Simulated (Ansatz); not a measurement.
**LiSiH2+: single points off equilibrium**

Aim: energy, forces and dipole at a structure displaced at random from a GFN2-xTB minimum, from CCSD(T) and from density functionals.

The runs use Ansatz 0.2.0, Gaussian basis; single points in def2-TZVPP.

Correlated methods freeze the cores. The outer core shell of Li, Na, Mg and K is correlated.

**1. The starting structure**

SMILES `[Li][SiH2+]`, 4 atoms, charge 1, spin multiplicity 1.

Atoms are counted from 1 here; the program's logs count them from 0.

Bond lengths: Li1–Si2 2.563 Å, Si2–H3 1.448 Å, Si2–H4 1.418 Å. Angles: Li1–Si2–H3 135.6°, Li1–Si2–H4 131.0°, H3–Si2–H4 93.4°.

As a file:

| atom | x (Å) | y (Å) | z (Å) |
| --- | --- | --- | --- |
| Li1 | -2.2949 | 0.5501 | -0.5063 |
| Si2 | 0.1396 | -0.0718 | -0.0004 |
| H3 | 0.9241 | -1.2882 | -0.0344 |
| H4 | 1.2094 | 0.7034 | 0.5143 |

**2. CCSD(T)/def2-TZVPP**

run/in.yaml reads:

```yaml
crystal:
  periodic: [false, false, false]
  atoms:
    - {symbol: Li, position_ang: [-2.294900, 0.550100, -0.506300]}
    - {symbol: Si, position_ang: [0.139600, -0.071800, -0.000400]}
    - {symbol: H, position_ang: [0.924100, -1.288200, -0.034400]}
    - {symbol: H, position_ang: [1.209400, 0.703400, 0.514300]}
basis:
  gaussian: {orbitals: def2-TZVPP}
total_charge: 1
correlation: {method: ccsd_t}
output: {forces: true}
```

No record of the launch command was kept for these runs.

**3. PBE0-D4/def2-TZVPP**

Edit run/in.yaml of step 2 so:

```diff
@@ -10,3 +10,3 @@
 total_charge: 1
-correlation: {method: ccsd_t}
-output: {forces: true}
+hamiltonian: {xc: pbe0, dispersion: d4}
+output: {forces: true, orbitals: {seedname: orbitals}}
```

**4. wB97M-V/def2-TZVPP**

Edit run/in.yaml of step 3 so:

```diff
@@ -10,3 +10,3 @@
 total_charge: 1
-hamiltonian: {xc: pbe0, dispersion: d4}
-output: {forces: true, orbitals: {seedname: orbitals}}
+hamiltonian: {xc: {name: wB97M-V}}
+output: {forces: true}
```

**5. r2SCAN-D4/def2-TZVPP**

Edit run/in.yaml of step 4 so:

```diff
@@ -10,3 +10,3 @@
 total_charge: 1
-hamiltonian: {xc: {name: wB97M-V}}
+hamiltonian: {xc: r2scan, dispersion: d4}
 output: {forces: true}
```

**6. PBE-D4/def2-TZVPP**

Edit run/in.yaml of step 5 so:

```diff
@@ -10,3 +10,3 @@
 total_charge: 1
-hamiltonian: {xc: r2scan, dispersion: d4}
+hamiltonian: {xc: pbe, dispersion: d4}
 output: {forces: true}
```

**7. wB97X-V/def2-TZVPP**

Edit run/in.yaml of step 6 so:

```diff
@@ -10,3 +10,3 @@
 total_charge: 1
-hamiltonian: {xc: pbe, dispersion: d4}
+hamiltonian: {xc: {name: wB97X-V}}
 output: {forces: true}
```

**8. CAM-B3LYP-D4/def2-TZVPP**

Edit run/in.yaml of step 7 so:

```diff
@@ -10,3 +10,3 @@
 total_charge: 1
-hamiltonian: {xc: {name: wB97X-V}}
+hamiltonian: {xc: {name: CAM-B3LYP}, dispersion: d4}
 output: {forces: true}
```

(Steps that only read results are left out.)

Before running it: what results should come out? Wanted: energy less free atoms, CCSD(T)/def2-TZVPP; RMS force component; RMS force error; HOMO and LUMO, PBE0-D4; T1 diagnostic.

As calculated:

| quantity | value |
| --- | --- |
| energy less free atoms, CCSD(T)/def2-TZVPP | -199.7 kJ/mol |
| RMS force component | 0.555 to 0.735 eV/Å over the methods |
| RMS force error | PBE0-D4 0.082, wB97M-V 0.041, r2SCAN-D4 0.061, PBE-D4 0.185, wB97X-V 0.028, CAM-B3LYP-D4 0.033 eV/Å |
| HOMO and LUMO, PBE0-D4 | -12.89 and -8.20 eV |
| T1 diagnostic | 0.011 |

Against CCSD(T) the functionals' energies less atoms differ by -28.7 to +20.6 kJ/mol, PBE-D4 by +20.6 kJ/mol. The reference is not at the basis limit: in triple zeta CCSD(T) underbinds, which counts against methods that bind more; the gaps are no ranking. On forces the order runs from wB97X-V to PBE-D4. Frozen-core CCSD(T) forces in triple zeta carry basis errors of their own, and this is one geometry, so small gaps rank nothing.
